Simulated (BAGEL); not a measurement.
# SiNH5 (SMILES [SiH3]N) at HF/def2-TZVP (density fitting with cc-pvqz-jkfit)

What is the energy change on altering one bond length of SiNH5 at HF/def2-TZVP (density fitting with cc-pvqz-jkfit)? 

The results are computed with BAGEL 1.2.2.

1 further run of the same task is left out (set aside as unsound or not needed).

### Step 1. The structure to begin with

The species is SiNH5 (7 atoms), meant as a singlet with charge 0. As SMILES, `[SiH3]N`. The shape is that of a PBE0-D4/def2-TZVP optimisation.

Bond lengths: Si1–N2 1.720 Å, Si1–H3 1.486 Å, Si1–H4 1.486 Å, Si1–H5 1.494 Å, N2–H6 1.007 Å, N2–H7 1.007 Å. Angles: Si1–N2–H6 119.6°, Si1–N2–H7 119.6°, N2–Si1–H3 107.9°, N2–Si1–H4 107.9°, N2–Si1–H5 116.0°, H6–N2–H7 110.7°, H3–Si1–H4 110.5°, H3–Si1–H5 107.3°, H4–Si1–H5 107.3°.

### Step 2. The energy at HF/def2-TZVP (density fitting with cc-pvqz-jkfit)

input.json reads:

```json
{ "bagel": [

{
  "title": "molecule",
  "basis": "def2-tzvp.json",
  "df_basis": "cc-pvqz-jkfit",
  "angstrom": true,
  "geometry": [
    { "atom": "Si", "xyz": [   -0.413010,   -0.292700,   -0.422350 ] },
    { "atom": "N", "xyz": [    0.611760,    0.348670,    0.801280 ] },
    { "atom": "H", "xyz": [   -0.018320,   -1.706330,   -0.653330 ] },
    { "atom": "H", "xyz": [   -1.813170,   -0.217090,    0.068940 ] },
    { "atom": "H", "xyz": [   -0.367930,    0.402730,   -1.743970 ] },
    { "atom": "H", "xyz": [    0.391580,    1.238230,    1.219480 ] },
    { "atom": "H", "xyz": [    1.609100,    0.226510,    0.729930 ] }
  ]
},
{
  "title": "hf"
},
{
  "title": "print",
  "file": "orbitals.molden",
  "orbitals": true
}

]}
```

The basis set def2-TZVP is read from a file made from the Basis Set Exchange's data (not shown).

Run with:

```sh
BAGEL_NUM_THREADS=1 BAGEL input.json > input.out
```

Log:

```text
* using 1 threads per process

  ===============================================================
  ===============================================================

  *** Geometry ***

  { "atom" : "Si", "xyz" : [     -0.780476,     -0.553123,     -0.798126 ] },
  { "atom" : "N", "xyz" : [      1.156059,      0.658891,      1.514200 ] },
  { "atom" : "H", "xyz" : [     -0.034620,     -3.224496,     -1.234615 ] },
  { "atom" : "H", "xyz" : [     -3.426395,     -0.410241,      0.130278 ] },
  { "atom" : "H", "xyz" : [     -0.695287,      0.761049,     -3.295626 ] },
  { "atom" : "H", "xyz" : [      0.739979,      2.339916,      2.304483 ] },
  { "atom" : "H", "xyz" : [      3.040758,      0.428042,      1.379368 ] },

  Number of auxiliary basis functions:      509

  Since a DF basis is specified, we compute 2- and 3-index integrals:
    o Being stored without compression. Storage requirement is 0.039 GB

  Number of basis functions:       98
  Number of electrons      :       26

    * METHOD: MOLECULE                             0.51

  *** RHF ***

  === Nuclear Repulsion ===
    64.8398447588

      * DIIS with orbital gradients will be used.

  === RHF iteration (def2-tzvp.json) ===
      0       -346.19575650          0.02249400           0.13
      1       -346.29924353          0.01323161           0.06
      2       -346.34660091          0.00172520           0.06
      3       -346.34793194          0.00018454           0.06
      4       -346.34795032          0.00004110           0.06
      5       -346.34795129          0.00000905           0.06
      6       -346.34795135          0.00000250           0.06
      7       -346.34795136          0.00000055           0.06
      8       -346.34795136          0.00000016           0.05
      9       -346.34795136          0.00000006           0.06
     10       -346.34795136          0.00000002           0.06
     11       -346.34795136          0.00000000           0.06
    * SCF iteration converged.

    * Permanent dipole moment:
           (   -0.356795,    -0.390493,    -0.080417) a.u.

    * METHOD: HF                                   0.93

    * METHOD: PRINT                                0.05

  ===============================================================
```

Run time: 2.1 s. Hardware: 1 thread of AMD EPYC 7R43 (Zen 3), shared host; peak memory 0.11 GiB.

### Step 3. The distorted shape

input.json reads:

```json
{ "bagel": [

{
  "title": "molecule",
  "basis": "def2-tzvp.json",
  "df_basis": "cc-pvqz-jkfit",
  "angstrom": true,
  "geometry": [
    { "atom": "Si", "xyz": [   -0.236860,   -1.004374,   -0.756922 ] },
    { "atom": "N", "xyz": [    0.787910,   -0.363004,    0.466708 ] },
    { "atom": "H", "xyz": [    0.157830,   -2.418004,   -0.987902 ] },
    { "atom": "H", "xyz": [   -1.637020,   -0.928764,   -0.265632 ] },
    { "atom": "H", "xyz": [   -0.191780,   -0.308944,   -2.078542 ] },
    { "atom": "H", "xyz": [    0.391580,    1.238230,    1.219480 ] },
    { "atom": "H", "xyz": [    1.785250,   -0.485164,    0.395358 ] }
  ]
},
{ "title": "hf" },
{ "title": "print", "file": "orbitals.molden", "orbitals": true }

]}
```

The basis set def2-TZVP is read from a file made from the Basis Set Exchange's data (not shown).

Run with:

```sh
BAGEL_NUM_THREADS=1 BAGEL input.json > input.out
```

Log:

```text
* using 1 threads per process

  ===============================================================
  ===============================================================

  *** Geometry ***

  { "atom" : "Si", "xyz" : [     -0.447601,     -1.897992,     -1.430375 ] },
  { "atom" : "N", "xyz" : [      1.488934,     -0.685978,      0.881950 ] },
  { "atom" : "H", "xyz" : [      0.298255,     -4.569365,     -1.866864 ] },
  { "atom" : "H", "xyz" : [     -3.093519,     -1.755110,     -0.501972 ] },
  { "atom" : "H", "xyz" : [     -0.362412,     -0.583820,     -3.927875 ] },
  { "atom" : "H", "xyz" : [      0.739979,      2.339916,      2.304483 ] },
  { "atom" : "H", "xyz" : [      3.373634,     -0.916827,      0.747118 ] },

  Number of auxiliary basis functions:      509

  Since a DF basis is specified, we compute 2- and 3-index integrals:
    o Being stored without compression. Storage requirement is 0.039 GB

  Number of basis functions:       98
  Number of electrons      :       26

    * METHOD: MOLECULE                             0.31

  *** RHF ***

  === Nuclear Repulsion ===
    62.3540150316

      * DIIS with orbital gradients will be used.

  === RHF iteration (def2-tzvp.json) ===
      0       -345.96274670          0.02401495           0.06
      1       -346.03721203          0.02123316           0.06
      2       -346.17541626          0.00213605           0.06
      3       -346.17880807          0.00043561           0.06
      4       -346.17902843          0.00014462           0.06
      5       -346.17905784          0.00004225           0.06
      6       -346.17906029          0.00001958           0.08
      7       -346.17906112          0.00001121           0.06
      8       -346.17906152          0.00000462           0.06
      9       -346.17906158          0.00000177           0.06
     10       -346.17906159          0.00000063           0.06
     11       -346.17906159          0.00000021           0.06
     12       -346.17906159          0.00000006           0.06
     13       -346.17906159          0.00000002           0.06
     14       -346.17906159          0.00000001           0.06
     15       -346.17906159          0.00000001           0.06
    * SCF iteration converged.

    * Permanent dipole moment:
           (   -0.332388,    -0.357295,    -0.043009) a.u.

    * METHOD: HF                                   1.14

    * METHOD: PRINT                                0.05

  ===============================================================
```

Run time: 2 s. Hardware: 1 thread of AMD EPYC 7R43 (Zen 3), shared host; peak memory 0.11 GiB.

### Step 4. Outcome

Level: HF/def2-TZVP (density fitting with cc-pvqz-jkfit).

| quantity | value |
| --- | --- |
| first shape: total energy | -346.34795 Eh |
| first shape: dipole moment | 1.36 D |
| first shape: HOMO energy | -10.92 eV |
| first shape: LUMO energy | 3.05 eV |
| first shape: HOMO–LUMO gap | 13.98 eV |
| distorted shape: total energy | -346.17906 Eh |
| distorted shape: dipole moment | 1.25 D |
| distorted shape: HOMO energy | -10.78 eV |
| distorted shape: LUMO energy | 0.46 eV |
| distorted shape: HOMO–LUMO gap | 11.24 eV |
| energy change with the N2–H6 bond stretched from 1.007 to 1.813 Å | 4.596 eV |

In words: With the N2–H6 bond stretched from 1.007 to 1.813 Å the energy rises by 4.60 eV (106 kcal/mol). The first shape isn't relaxed at this level, so the change isn't measured from a minimum. A restricted reference can't describe the breaking bond well at this length.
